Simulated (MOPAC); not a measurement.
MOPAC input (MNDO):

```
MNDO PRECISE GNORM=0.05 LET XYZ UHF MS=0.5 GEO-OK AUX(PRECISION=9) THREADS=1
FO

O    -0.00000000 1   -0.00000000 1   -0.71416636 1
F     0.00000000 1    0.00000000 1    0.63481454 1
```

Task: What heat of formation does the run end on?

Result: 20.38 kcal/mol.
